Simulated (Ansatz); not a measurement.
Basis-set extrapolation for C5H8O, SMILES `C=C1CC1(C)O` (PBE0-D4/def2-TZVP geometry, frozen core, Ansatz 0.2.0). Multiplicity 1, RHF reference.

```tsv
	def2-TZVPP	def2-QZVPP
HF	-268.886568	-268.898696
MP2 correlation	-1.063591	-1.135003
CCSD(T) correlation	-1.151809	not run
```

Energies in hartree. Use E(X) = E(∞) + A·exp(−7.88·√X) for Hartree–Fock and E(X) = E(∞) + B·X^(−2.97) for correlation, with X = 3 and 4, and add CCSD(T) minus MP2 of the smaller set to the MP2 limit.

What is the CCSD(T) energy at the basis-set limit?

HF limit: -268.898696 + (-0.012128) × 0.13774 = -268.90037. MP2 limit: -1.135003 + (-0.071412) × 0.74074 = -1.18790. Higher-order term: -1.151809 − (-1.063591) = -0.08822. Total: -270.17649 hartree, 3.76 eV below CCSD(T)/def2-TZVPP.
